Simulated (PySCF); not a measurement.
Compound: C3H4F2.
Z-matrix (Å and degrees, PBE0-D3(BJ)/def2-SVP geometry), rows numbered from 1:
```
F 
C   1  1.3293
C   2  1.3281  1  122.34
C   3  1.4900  2  122.64  1   179.96
F   4  1.3705  3  111.38  2     0.45
H   2  1.0930  1  113.39  3  -179.90
H   3  1.0943  2  119.55  1     0.16
H   4  1.1058  3  110.59  2   121.21
H   4  1.1061  3  110.52  2  -120.30
```

Theory: PySCF 2.14.0, PBE0-D3(BJ)/def2-SVP geometry optimisation, gas phase.

Take the most abundant isotopes and a rigid rotor. The values belong to one conformer with, in the numbering `[F:1]/[CH:2]=[CH:3]/[CH2:4][F:5]`, C2–C3–C4–F5 0°.

Q: What are A, B and C (cm⁻¹)?

A: Ia = 31.24, Ib = 196.35, Ic = 224.40 u·Å²; 505379 MHz·u·Å²/I gives 16178, 2574 and 2252 MHz, that is A = 0.53963, B = 0.08585, C = 0.07512 cm⁻¹.

Q: Classify the top.

A: A near-prolate asymmetric top; Ray's κ = -0.954.

Q: Is it planar, by Δ = Ic − Ia − Ib?

A: Not planar: Δ = Ic − Ia − Ib = -3.19 u·Å². For a rigid frame Δ = −2 Σ m c², so Σ m c² = 1.60 u·Å² lies off the ab plane, practically all of it from hydrogen. The atom farthest from that plane is 0.89 Å away.

Q: Give the other two planar moments, Paa and Pbb, and the rms extents of the mass along the axes.

A: Paa = Σ m a² = (Ib + Ic − Ia)/2 = 194.75 and Pbb = Σ m b² = (Ia + Ic − Ib)/2 = 29.64 u·Å². With the mass M = 78.03 u, the rms extents √(P/M) along a, b and c are 1.58, 0.62, 0.14 Å.

Q: Give the coordinates in the principal-axis frame, origin at the centre of mass.

A: The sense of each axis is arbitrary; atoms in the order of the calculation.
| atom | mass (u) | a (Å) | b (Å) | c (Å) |
| --- | --- | --- | --- | --- |
| F1 | 18.998 | 2.213 | 0.154 | 0.000 |
| C2 | 12.000 | 0.890 | 0.283 | 0.002 |
| C3 | 12.000 | 0.073 | -0.765 | -0.002 |
| C4 | 12.000 | -1.410 | -0.627 | 0.002 |
| F5 | 18.998 | -1.790 | 0.689 | -0.001 |
| H6 | 1.008 | 0.555 | 1.324 | 0.005 |
| H7 | 1.008 | 0.493 | -1.775 | -0.004 |
| H8 | 1.008 | -1.848 | -1.121 | -0.885 |
| H9 | 1.008 | -1.843 | -1.116 | 0.895 |

Q: Where do the levels up to J = 3 lie, in K?

A: Above 0(0,0), as E/k:
J = 1: 1(0,1) 0.232, 1(1,1) 0.885, 1(1,0) 0.900
J = 2: 2(0,2) 0.695, 2(1,2) 1.332, 2(1,1) 1.379, 2(2,1) 3.337, 2(2,0) 3.338
J = 3: 3(0,3) 1.388, 3(1,3) 2.004, 3(1,2) 2.096, 3(2,2) 4.032, 3(2,1) 4.033, 3(3,1) 7.335, 3(3,0) 7.335

Q: Which types of transition are allowed, and where do some lines up to J = 3 fall?

A: The dipole components are |μa| = 0.87 D, |μb| = 1.34 D, |μc| = 0.00 D; the mirror of this Cs structure is the ab plane, so μc vanishes by symmetry (the 0.01 D computed is a residue) and there are no c-type lines. The squared components, which scale the intensities, stand as 0.42 : 1.00 (a : b). Some of the stronger lines:

```
type  branch         J(Ka,Kc)    MHz  lower level (cm⁻¹)
   b       R  3(0,3) ← 2(1,2)   1168               0.926
   a       R  1(0,1) ← 0(0,0)   4826               0.000
   b       Q  2(1,1) ← 2(0,2)  14253               0.483
   a       R  3(0,3) ← 2(0,2)  14455               0.483
   a       R  3(2,2) ← 2(2,1)  14478               2.320
   a       R  3(2,1) ← 2(2,0)  14501               2.320
   a       R  3(1,2) ← 2(1,1)  14957               0.958
   b       R  1(1,1) ← 0(0,0)  18430               0.000
   b       Q  2(2,1) ← 2(1,2)  41777               0.926
   b       R  2(2,0) ← 1(1,1)  51113               0.615
   b       R  3(2,2) ← 2(1,1)  55290               0.958
   b       Q  3(3,1) ← 3(2,2)  68828               2.802
   b       R  3(3,1) ← 2(2,0)  83300               2.320
   b       R  3(3,0) ← 2(2,1)  83306               2.320
```

Q: Estimate the classical rotational partition function at 10 K, 25 K and 200 K.

A: Point group Cs, symmetry number σ = 1; q = (√π/σ)·√((kT/h)³/(ABC)), k/h = 20836.6 MHz/K: 551 at 10 K, 2180 at 25 K, 49200 at 200 K.

No PBE0-D3(BJ)/def2-SVP frequencies stand behind this structure, so it isn't proved a minimum. These are rigid-rotor constants of the computed structure; measured ground-state constants (B0) also hold zero-point vibration.
